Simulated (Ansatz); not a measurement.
Relaxed structures of Al₂BH₅, singlet (PBE0-D4/def2-TZVP; forces vanish, vibrations not checked; lower isomers may exist, and structures with a doubtful reference or unclear bonds are left out; Å). Computed with Ansatz 0.2.0 (basis: def2-TZVPP); correlated methods freeze the cores.

(1) Rank them by CCSD(T) energy, lowest first, and give each one's height above the lowest. Links in brackets join atoms within 1.22 times the sum of their covalent radii (1.1 for two metals). (To be estimated.)
A.
Al₂BH₅ ([H]1[BH]2[AlH]3[H][AlH]123)
```
8
angstrom
Al -0.8820 0.3110 0.2024
B 1.1494 0.5807 0.1616
Al 0.9760 -1.3829 0.5741
H 0.4894 1.1628 1.0943
H -2.3291 0.9068 0.4463
H 1.9257 1.3141 -0.3613
H 1.1969 -2.9329 0.3482
H -0.7246 -1.1995 1.1014
```
B.
Al₂BH₅ ([BH2][AlH][AlH2])
```
8
angstrom
Al 0.6403 0.6724 0.0382
B -1.1070 1.4151 -0.8700
Al 0.8032 -1.7816 0.8663
H -1.3092 1.3323 -2.0509
H -2.0092 1.8976 -0.2411
H 1.9045 1.6351 0.2283
H 1.3173 -2.9582 -0.0812
H 0.3776 -2.2015 2.3459
```
C.
Al₂BH₅ ([AlH2][BH][AlH2])
```
8
angstrom
Al -1.0834 1.3143 -0.8294
B 0.5870 0.4353 0.0914
Al 0.7814 -1.5385 0.7822
H -1.2685 1.2449 -2.4106
H -2.2197 2.0095 0.0453
H 1.5485 1.1486 0.2414
H 1.3028 -2.6901 -0.1880
H 0.3520 -1.9240 2.2676
```

The T1 diagnostic stays at or below 0.014.

Answers

(1) The calculation gives: A (0.00 kcal/mol), B (21.86 kcal/mol), C (25.54 kcal/mol). Heights count from the lowest.

For scale, one of the runs: CCSD(T)/def2-TZVPP, 185 basis functions, launched by `ansatz run in.yaml --threads 2 --pin off --events-out ev --progress --plain --max-ram 4352MiB`. The run took 25 s on 2 CPU threads of an Arm Neoverse V1 (shared host), with 1.6 GiB of host memory at its peak.
